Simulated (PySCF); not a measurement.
**Bond curve of C₂**

Set-up: C def2-TZVPPD; no relativity (PySCF 2.14). Energies in eV from C + C in their ground configurations at the same level. State: ³Πu (triplet), unpaired electrons σ ↑, π ↑.

All columns are PBE.

```csv
R (Å),E (eV),HOMO (eV),LUMO (eV),Mayer bond order,⟨S²⟩
1.121,-5.245,-8.28,-7.99,2.75,2.00
1.174,-6.121,-8.31,-7.71,2.78,2.00
1.226,-6.631,-8.06,-7.46,2.76,2.00
1.265,-6.828,-7.88,-7.28,2.74,2.00
1.304,-6.903,-7.71,-7.12,2.70,2.00
1.343,-6.881,-7.56,-6.97,2.65,2.00
1.395,-6.735,-7.37,-6.78,2.59,2.00
1.460,-6.421,-7.15,-6.57,2.52,2.00
1.539,-5.925,-6.91,-6.35,2.46,2.00
1.643,-5.169,-6.64,-6.29,2.39,2.00
```

The state was picked by a PBE0 search and need not be the measured ground state.
